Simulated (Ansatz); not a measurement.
This geometry of ClH + H5NSi (9 atoms, charge 0, multiplicity 1) is a first-order saddle point.

Method: Ansatz 0.2.0, RKS revPBE-D4/def2-SVP.

```xyz
9
Properties=species:S:1:pos:R:3
Si 0.069 -0.082 0.080
N 0.115 -0.179 1.991
H -0.812 -0.198 2.441
H 0.674 0.572 2.422
H 1.396 0.277 -0.495
H -0.734 1.214 0.023
H -0.835 -1.105 -0.519
Cl 1.431 -2.321 0.837
H 0.654 -1.148 2.033
```

Question: Which two structures does it join? (They come from a converged band through this point; their orientation in space is the band's.)

Answer: Bonds broken: Si1–N2, Cl8–H9. Bonds formed: Si1–Cl8, N2–H9. ClH + H5NSi becomes ClH3Si + H3N.

First end point:

```xyz
9
Properties=species:S:1:pos:R:3
Si -0.122 0.238 0.087
N 0.091 -0.114 1.827
H -0.774 -0.285 2.355
H 0.657 0.566 2.351
H 1.252 0.356 -0.496
H -0.885 1.512 -0.177
H -0.881 -0.918 -0.491
Cl 1.650 -2.737 1.560
H 0.968 -1.588 1.796
```

Last end point:

```xyz
9
Properties=species:S:1:pos:R:3
Si 0.449 -0.161 -0.300
N -0.203 -0.421 2.322
H -1.118 -0.093 2.661
H 0.507 0.057 2.894
H 0.829 -0.026 -1.759
H 0.289 1.239 0.211
H -0.796 -0.995 -0.279
Cl 2.137 -1.153 0.487
H -0.137 -1.416 2.575
```

Question: How far does it lie above each of them?

Answer: 30.1 kJ/mol above the first and 60.9 kJ/mol above the second. This is the barrier of this one path; another mechanism may lie lower. The orbitals stay closed-shell, which can raise the energy where a bond breaks towards radicals; this wasn't checked here.

The run took 120 s on 1 thread of Arm Neoverse V2, with other jobs on the host, peak memory 0.11 GiB.
